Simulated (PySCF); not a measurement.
Working out the ionisation energy of Be

Be [He] 2s2 (1S) → Be⁺ [He] 2s1 (2S). All numbers are calculated (PySCF 2.14, the non-relativistic Hamiltonian (point nucleus), in aug-cc-pCVQZ (9s8p6d4f2g, 109 functions)). Frozen: nothing. Energies in hartree (1 hartree = 27.21139 eV):

```tsv
part	Be (lower)	Be⁺ (upper)
UHF	-14.572969	-14.277398
MP2 opposite-spin	-0.072064	-0.041609
MP2 same-spin	-0.001416	-0.000909
```

Task: What does Hartree-Fock give?

Result: (-14.277398) − (-14.572969) = 0.295571 hartree = 8.043 eV.

Task: What do MP2 and SCS-MP2 (6/5 opposite-spin, 1/3 same-spin) give?

Result: The opposite-spin parts differ by 0.829 eV and the same-spin parts by 0.014 eV. MP2: 8.043 + (0.829) + (0.014) = 8.886 eV. SCS-MP2: 8.043 + 1.2 × (0.829) + (0.014)/3 = 9.042 eV.

Measured between the centres of the two terms (NIST): 9.323 eV, so MP2 (valence and next inner shell) is off by -0.437 eV.

What remains against the reference includes basis incompleteness and correlation beyond second order.
